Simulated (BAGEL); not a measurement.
**One shape, several levels: C3H5O− (SMILES [O-]C1CC1)**

Aim: a comparison of 4 runs (B3LYP/6-31G*, B3LYP/6-311+G**, PBE0/6-311+G**, RI-MP2/6-311+G**) of C3H5O−. 

The results are computed with BAGEL 1.2.2.

**1. The system as given**

C3H5O− has 9 atoms, charge -1, and is taken as a singlet. SMILES: `[O-]C1CC1`. The coordinates come from a GFN2-xTB relaxation.

Bond lengths: O1–C2 1.285 Å, C2–C3 1.541 Å, C2–C4 1.541 Å, C3–C4 1.516 Å, C2–H5 1.135 Å, C3–H6 1.083 Å, C3–H7 1.087 Å, C4–H8 1.083 Å, C4–H9 1.087 Å. Some angles: O1–C2–C3 125.3°, O1–C2–C4 125.3°, C3–C2–C4 58.9°, C2–C3–C4 60.5°, C2–C4–C3 60.5°, O1–C2–H5 116.7°, C3–C2–H5 108.8°, C4–C2–H5 108.8°, C2–C3–H6 118.6°, C2–C3–H7 120.4°.

**2. A single-point energy at B3LYP/6-31G(d) (density fitting with qzvpp-jkfit, spherical functions) (run 1)**

File calc.json:

```json
{ "bagel": [

{
  "title": "molecule",
  "basis": "6-31gs.json",
  "df_basis": "qzvpp-jkfit",
  "angstrom": true,
  "geometry": [
    { "atom": "O", "xyz": [      -0.641770,      -0.327580,      -1.870090 ] },
    { "atom": "C", "xyz": [      -0.403590,       0.272950,      -0.759040 ] },
    { "atom": "C", "xyz": [       0.865710,       0.092060,       0.095200 ] },
    { "atom": "C", "xyz": [      -0.470060,      -0.376770,       0.636540 ] },
    { "atom": "H", "xyz": [      -0.747830,       1.351170,      -0.677660 ] },
    { "atom": "H", "xyz": [       1.572050,      -0.680480,      -0.183650 ] },
    { "atom": "H", "xyz": [       1.330930,       0.948390,       0.577470 ] },
    { "atom": "H", "xyz": [      -0.614600,      -1.448410,       0.703410 ] },
    { "atom": "H", "xyz": [      -0.890830,       0.168670,       1.477820 ] }
  ]
},

{
  "title": "ks",
  "xc_func": "b3lyp",
  "charge": -1
},

{
  "title": "print",
  "file": "orbitals.molden",
  "orbitals": true
}

]}
```

The basis set 6-31G* is read from a file made from the Basis Set Exchange's data (not shown).

Started as:

```bash
$ BAGEL_NUM_THREADS=1 BAGEL calc.json > calc.out
```

Log:

```text
* using 1 threads per process

  ===============================================================
  ===============================================================

  *** Geometry ***

  { "atom" : "O", "xyz" : [     -1.212770,     -0.619036,     -3.533958 ] },
  { "atom" : "C", "xyz" : [     -0.762675,      0.515801,     -1.434378 ] },
  { "atom" : "C", "xyz" : [      1.635955,      0.173968,      0.179902 ] },
[... 5 lines of this table left out ...]
  { "atom" : "H", "xyz" : [     -1.683425,      0.318740,      2.792675 ] },

  Number of auxiliary basis functions:      392

  Since a DF basis is specified, we compute 2- and 3-index integrals:
    o Being stored without compression. Storage requirement is 0.014 GB

  Number of basis functions:       66
  Number of electrons      :       31

    * METHOD: MOLECULE                             0.14

  *** Kohn-Sham DFT ***

    * Removing 17604 points whose weight is below 1.00e-10
    * Grid points: 116550

  === Nuclear Repulsion ===
   115.6336986156

       - DIIS with orbital gradients will be used.

  === KS iteration (b3lyp / 6-31gs.json) ===
      0       -162.34347670          0.17604348           0.27
      1       -151.04082912          0.14160588           0.26
      2       -128.64993671          0.22193299           0.26
[... 22 lines of this table left out ...]
     25       -192.47067900          0.00000001           0.25
    * SCF iteration converged.

    * Permanent dipole moment:
           (   -0.481896,    -0.158169,    -1.328267) a.u.

    * METHOD: KS                                   7.12

    * METHOD: PRINT                                0.01

  ===============================================================
```

It took 7.5 s on 1 thread of Arm Neoverse V2, shared host; peak memory 0.36 GiB.

**3. A single-point energy at B3LYP/6-311+G(d,p) (density fitting with qzvpp-jkfit) (run 2)**

File calc.json:

```json
{ "bagel": [

{
  "title": "molecule",
  "basis": "6-311+gss.json",
  "df_basis": "qzvpp-jkfit",
  "angstrom": "true",
  "geometry": [
    { "atom": "O", "xyz": [   -0.641770,   -0.327580,   -1.870090 ] },
    { "atom": "C", "xyz": [   -0.403590,    0.272950,   -0.759040 ] },
    { "atom": "C", "xyz": [    0.865710,    0.092060,    0.095200 ] },
    { "atom": "C", "xyz": [   -0.470060,   -0.376770,    0.636540 ] },
    { "atom": "H", "xyz": [   -0.747830,    1.351170,   -0.677660 ] },
    { "atom": "H", "xyz": [    1.572050,   -0.680480,   -0.183650 ] },
    { "atom": "H", "xyz": [    1.330930,    0.948390,    0.577470 ] },
    { "atom": "H", "xyz": [   -0.614600,   -1.448410,    0.703410 ] },
    { "atom": "H", "xyz": [   -0.890830,    0.168670,    1.477820 ] }
  ]
},
{ "title": "ks", "xc_func": "b3lyp", "charge": -1 },
{ "title": "print", "file": "orbitals.molden", "orbitals": "true" }

]}
```

The basis set 6-311+G** is read from a file made from the Basis Set Exchange's data (not shown).

Started as:

```bash
$ BAGEL_NUM_THREADS=1 BAGEL calc.json > calc.out
```

Log:

```text
* using 1 threads per process

  ===============================================================
  ===============================================================

  *** Geometry ***

  { "atom" : "O", "xyz" : [     -1.212770,     -0.619036,     -3.533958 ] },
  { "atom" : "C", "xyz" : [     -0.762675,      0.515801,     -1.434378 ] },
  { "atom" : "C", "xyz" : [      1.635955,      0.173968,      0.179902 ] },
[... 5 lines of this table left out ...]
  { "atom" : "H", "xyz" : [     -1.683425,      0.318740,      2.792675 ] },

  Number of auxiliary basis functions:      392

  Since a DF basis is specified, we compute 2- and 3-index integrals:
    o Being stored without compression. Storage requirement is 0.044 GB

  Number of basis functions:      118
  Number of electrons      :       31

    * METHOD: MOLECULE                             0.20

  *** Kohn-Sham DFT ***

    * Removing 17604 points whose weight is below 1.00e-10
    * Grid points: 116550

  === Nuclear Repulsion ===
   115.6336986156

       - DIIS with orbital gradients will be used.

  === KS iteration (b3lyp / 6-311+gss.json) ===
      0       -147.79700760          0.18327948           0.50
      1       -149.19064801          0.13189180           0.48
      2       -138.25571157          0.22003262           0.48
[... 22 lines of this table left out ...]
     25       -192.56547231          0.00000001           0.50
    * SCF iteration converged.

    * Permanent dipole moment:
           (   -0.489358,    -0.339028,    -1.503215) a.u.

    * METHOD: KS                                  13.26

    * METHOD: PRINT                                0.02

  ===============================================================
```

Wall time 14 s (1 thread of Arm Neoverse V2, shared host); peak memory 0.6 GiB.

Run 3 isn't shown in full; the table further down has it.

**4. A single-point energy at RI-MP2/6-311+G(d,p) (density fitting with qzvpp-jkfit) (run 4)**

File job.json:

```json
{ "bagel" : [

{
  "title" : "molecule",
  "basis" : "6-311+gss.json",
  "df_basis" : "qzvpp-jkfit",
  "angstrom" : true,
  "geometry" : [
    { "atom" : "O", "xyz" : [   -0.641770,   -0.327580,   -1.870090 ] },
    { "atom" : "C", "xyz" : [   -0.403590,    0.272950,   -0.759040 ] },
    { "atom" : "C", "xyz" : [    0.865710,    0.092060,    0.095200 ] },
    { "atom" : "C", "xyz" : [   -0.470060,   -0.376770,    0.636540 ] },
    { "atom" : "H", "xyz" : [   -0.747830,    1.351170,   -0.677660 ] },
    { "atom" : "H", "xyz" : [    1.572050,   -0.680480,   -0.183650 ] },
    { "atom" : "H", "xyz" : [    1.330930,    0.948390,    0.577470 ] },
    { "atom" : "H", "xyz" : [   -0.614600,   -1.448410,    0.703410 ] },
    { "atom" : "H", "xyz" : [   -0.890830,    0.168670,    1.477820 ] }
  ]
},
{ "title" : "hf", "charge" : -1 },
{ "title" : "mp2", "charge" : -1, "ncore" : 4 }

]}
```

The basis set 6-311+G** is read from a file made from the Basis Set Exchange's data (not shown).

Started as:

```bash
$ BAGEL_NUM_THREADS=1 BAGEL job.json > job.out
```

Log:

```text
* using 1 threads per process

  ===============================================================
  ===============================================================

  *** Geometry ***

  { "atom" : "O", "xyz" : [     -1.212770,     -0.619036,     -3.533958 ] },
  { "atom" : "C", "xyz" : [     -0.762675,      0.515801,     -1.434378 ] },
  { "atom" : "C", "xyz" : [      1.635955,      0.173968,      0.179902 ] },
[... 5 lines of this table left out ...]
  { "atom" : "H", "xyz" : [     -1.683425,      0.318740,      2.792675 ] },

[... 23 lines left out ...]
    * SCF iteration converged.
[... 1 line left out ...]
    * Permanent dipole moment:
[... 2 lines left out ...]
    * METHOD: HF                                   1.32

  *** RHF ***

  === Nuclear Repulsion ===
   115.6336986156

      * DIIS with orbital gradients will be used.

  === RHF iteration (6-311+gss.json) ===
      0       -191.34195430          0.00000000           0.07
    * SCF iteration converged.

    * Permanent dipole moment:
           (   -0.578625,    -0.389905,    -1.768009) a.u.

  === DF-MP2 calculation ===

    * freezing 4 orbitals
    * 3-index integral transformation done
    * assembly done

      MP2 correlation energy:   -0.6608655459      0.08

      MP2 total energy:       -192.0028198414

    * METHOD: MP2                                  0.24

  ===============================================================
```

It took 1.9 s on 1 thread of Arm Neoverse V2, shared host; peak memory 0.13 GiB.

**5. Overview of the runs**

```
run                                                                 level  frozen core orbitals  energy (Eh)  HOMO energy (eV)  LUMO energy (eV)  HOMO–LUMO gap (eV)  wall time
  1  B3LYP/6-31G* (density fitting with qzvpp-jkfit, spherical functions)                     –  -192.470679              2.00              7.98                5.99      7.5 s
  2                    B3LYP/6-311+G** (density fitting with qzvpp-jkfit)                     –  -192.565472              0.71              3.95                3.24       14 s
  3                     PBE0/6-311+G** (density fitting with qzvpp-jkfit)                     –  -192.335141              0.55              4.19                3.63       13 s
  4                   RI-MP2/6-311+G** (density fitting with qzvpp-jkfit)                     4  -192.002820                 –                 –                   –      1.9 s
```

**6. Results**

```
                                          quantity          value
                               run 4: total energy  -192.00282 Eh
run 4: correlation energy (4 core orbitals frozen)     -660.9 mEh
```

**Reading.** Over runs 1, 2, 3 the HOMO–LUMO gap runs from 3.24 eV (B3LYP/6-311+G**) to 5.99 eV (B3LYP/6-31G*). The empty levels of an anion lie above zero and hang on the basis. Totals of different functionals can't be ranked against each other. In runs 1, 2, 3 the HOMO lies above zero, from self-interaction, a short basis or an electron that isn't bound. All runs together took 36 s, the longest 14 s.
